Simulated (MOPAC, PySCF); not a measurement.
H4Si, SMILES `[SiH4]`, neutral singlet in the gas phase. 

Z-matrix (Å, degrees):
```
Si
H 1 1.4803
H 1 1.4803 2 109.47
H 1 1.4803 2 109.47 3 -120.00
H 1 1.4803 2 109.47 3 120.00
```
Charge 0, spin multiplicity 1.

All levels are single points at this geometry (B3LYP-D3(BJ)/def2-TZVP); Pople sets use spherical d functions. Orbital energies aren't observables, and empty levels follow the basis.

B3LYP/3-21G in PySCF gives dipole (D) = 0.00.

### Question
Estimate the dipole (D) from each of these levels: B3LYP-D3(BJ)/def2-TZVP in PySCF; PBE-D3(BJ)/def2-TZVP in PySCF; B3LYP/6-311+G** in PySCF; B3LYP/6-31G* in PySCF; B3LYP/LANL2DZ in PySCF; BP86/6-31G* in PySCF; M06-2X/6-31G* in PySCF; PBE/6-31G* in PySCF; SVWN5/6-31G* in PySCF; HF/3-21G in PySCF; AM1 in MOPAC; PM6 in MOPAC.

### Answer

```csv
level,dipole (D)
B3LYP-D3(BJ)/def2-TZVP in PySCF,0.00
PBE-D3(BJ)/def2-TZVP in PySCF,0.00
B3LYP/6-311+G** in PySCF,0.00
B3LYP/6-31G* in PySCF,0.00
B3LYP/LANL2DZ in PySCF,0.00
BP86/6-31G* in PySCF,0.00
M06-2X/6-31G* in PySCF,0.00
PBE/6-31G* in PySCF,0.00
SVWN5/6-31G* in PySCF,0.00
HF/3-21G in PySCF,0.00
AM1 in MOPAC,0.00
PM6 in MOPAC,0.00
```
